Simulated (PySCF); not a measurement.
Compound: C₅H₉ (charge +1).
Structure used (PBE0-D3(BJ)/def2-SVP), in Å, numbered top down from 1:
```
atom  x, y, z in Å
C1    -1.4725    1.1924    0.1453
C2    -0.5435    0.1979    0.3444
C3    -0.9125   -1.2369    0.5619
C4     0.7950    0.6414    0.3275
C5     1.9762   -0.1749    0.5092
H6    -2.5460    0.9728    0.1357
H7    -1.1737    2.2344   -0.0106
H8    -0.4699   -1.8799   -0.2140
H9    -2.0006   -1.3743    0.5341
H10   -0.5508   -1.5928    1.5386
H11    0.9606    1.7147    0.1612
H12    2.6530   -0.0151   -0.3556
H13    1.7909   -1.2426    0.6662
H14    2.5666    0.2473    1.3494
```

The closed-shell ground state was solved at several levels (PySCF, density fitting, gas phase, non-relativistic).

```
          level  basis functions  HOMO (eV)  LUMO (eV)  gap (eV)
      PBE/pcJ-1              225     -12.93      -9.98      2.95
BHandHLYP/pcJ-1              225     -14.85      -7.93      6.92
   B3LYP/6-31G*               88     -13.65      -9.09      4.56
  B3LYP/cc-pVTZ              276     -13.73      -9.18      4.55
       HF/pcJ-1              225     -16.10      -5.08     11.02
CAM-B3LYP/pcJ-1              225     -15.21      -7.93      7.28
  B3LYP/6-31G-J               96     -13.70      -9.16      4.54
      LDA/pcJ-1              225     -13.05     -10.17      2.88
```

(1) What might B97-2/pcJ-1 (225 basis functions) give for the same quantities?

(2) Over all these levels, which gives the widest orbital gap and which the narrowest?

(3) How much does the basis alone move the frontier levels among the 3 B3LYP rows?

(4) In the pcJ-1 basis, how does the gap go with the fixed share of exact exchange?

## Answers

(1) HOMO -13.74 eV, LUMO -9.10 eV, gap 4.64 eV.

(2) HF/pcJ-1 (Hartree–Fock, all exact exchange) has the widest, 11.02 eV, and LDA/pcJ-1 (LDA) the narrowest, 2.88 eV. The two share the basis. From the narrowest to the widest the HOMO moves by -3.05 eV and the LUMO by +5.09 eV.

(3) The HOMO by 0.08 eV and the LUMO by 0.09 eV. By rising basis size (HOMO, LUMO in eV): 6-31G* -13.65, -9.09; 6-31G-J -13.70, -9.16; cc-pVTZ -13.73, -9.18.

(4) LDA (0 %) 2.88 eV; PBE (0 %) 2.95 eV; B97-2 (21 %) 4.64 eV; BHandHLYP (50 %) 6.92 eV; HF (100 %) 11.02 eV. Each rise in the share widens the gap here.

One conformer stands for the species.
